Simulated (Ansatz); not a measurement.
C$_{3}$H$_{5}$FO (`FC1CCO1`), relaxed with RKS PBE-D4/def2-SVP in the Gaussian-basis code of Ansatz from a rough embedded geometry. The force threshold is 0.03 eV/Å; the program also tests the step.

The species carries charge 0 and has multiplicity 1.

Start:

```xyz
10

F    -0.382    2.005    0.215
C     0.008    0.828    0.709
C     0.744   -0.045   -0.285
C    -0.602   -0.839   -0.452
O    -1.115   -0.084    0.732
H     0.514    0.876    1.694
H     1.101    0.389   -1.199
H     1.545   -0.733    0.136
H    -0.608   -1.879   -0.254
H    -1.206   -0.519   -1.296
```

How much energy does the relaxation release, and in how many steps? (An estimate is asked.)

The calculation gave: 7.95 kcal/mol, in 9 steps, 1 of them rejected.

Which bonds change most? (Estimate.)

The calculation gave: C4–H9 from 1.058 to 1.111 Å; F1–C2 from 1.335 to 1.380 Å; C4–O5 from 1.495 to 1.451 Å; C2–O5 from 1.447 to 1.412 Å.

Give the relaxed structure. (An estimate is asked.)

Computed: 
```xyz
10

F    -0.183    2.086    0.327
C     0.011    0.777    0.720
C     0.729   -0.081   -0.333
C    -0.620   -0.821   -0.418
O    -1.178    0.020    0.624
H     0.412    0.815    1.759
H     1.027    0.496   -1.227
H     1.584   -0.676    0.040
H    -0.606   -1.890   -0.115
H    -1.175   -0.725   -1.377
```
